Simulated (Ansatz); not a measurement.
# Relative stability

The two ends of one reaction step of Si2H7O, doublet (PBE0-D4/def2-TZVP).

A:

```xyz
10
angstrom
H 2.1378 -0.0883 0.5858
Si 1.5663 -0.0220 -0.7861
O 0.1776 -0.9095 -0.9135
Si -1.6362 0.5681 1.1471
H 1.1886 1.3708 -1.1146
H 2.5975 -0.5097 -1.7425
H 0.2286 -1.8478 -0.7262
H -2.2152 1.4186 2.2244
H -2.2525 0.8893 -0.1640
H -1.7927 -0.8693 1.4897
```

B:

```xyz
10
angstrom
H 0.0263 0.8752 1.4357
Si 1.9102 -0.2974 -0.9652
O 0.3631 -0.8838 -1.0127
Si -1.4078 0.5500 1.2277
H 1.7858 1.1684 -1.1815
H 2.7489 -0.9202 -2.0372
H 0.2516 -1.8359 -0.9970
H -2.2029 1.2142 2.2954
H -1.8617 1.0463 -0.0932
H -1.6137 -0.9166 1.3281
```

Program: Ansatz 0.2.0. Basis: def2-TZVPP. Cores are frozen in the correlated methods; orbitals are unrestricted. B3LYP uses VWN-RPA correlation.

**Question.** Which structure is lower at CCSD(T), and by how much? (Judge from chemistry; the value comes from the calculation.)

**Answer.** Computed: A, by 3.9 kJ/mol (electronic energy, against the other); a gap this small isn't resolved in one triple-zeta basis. By their contacts, A is a complex of SiH₄O ([OH][SiH3]) + SiH₃ and B is a complex of SiH₃O ([OH][SiH2]) + SiH₄.

**Question.** Do the other methods give the same order? (A judgement: the text doesn't fix the answer.)

**Answer.** The calculation gives: Not all: SPW92, PBE-D4, BLYP-D4 give the other order.

```csv
method,E(B) − E(A) (kJ/mol)
SPW92,-0.6
PBE-D4,-0.4
BLYP-D4,-1.5
r2SCAN-D4,2.3
B97M-V,2.5
PBE0-D4,2.2
B3LYP-D4,0.9
r2SCAN0-D4,3.8
BHLYP-D4,3.3
CAM-B3LYP-D4,1.0
wB97X-V,0.4
wB97M-V,1.3
B2PLYP,1.4
PBE-QIDH,3.9
RPA on PBE,1.6
HF,4.2
MP2,4.1
CCSD,4.6
CCSD(T),3.9
```

T1 diagnostic: at most 0.014. ⟨S²⟩ of the unrestricted Hartree–Fock references: 0.75 (a pure state has 0.75).

Labels in which every atom is bracketed show which atoms are joined, not bond orders.

For scale, one of the runs: CCSD(T)/def2-TZVPP, 213 basis functions, launched by `ansatz run in.yaml --threads 4 --pin off --events-out ev --progress --plain --max-ram 9574MiB`. Hardware: 4 CPU threads of an Arm Neoverse V1, shared host. Wall time 2.8 min; peak host memory 7.3 GiB.
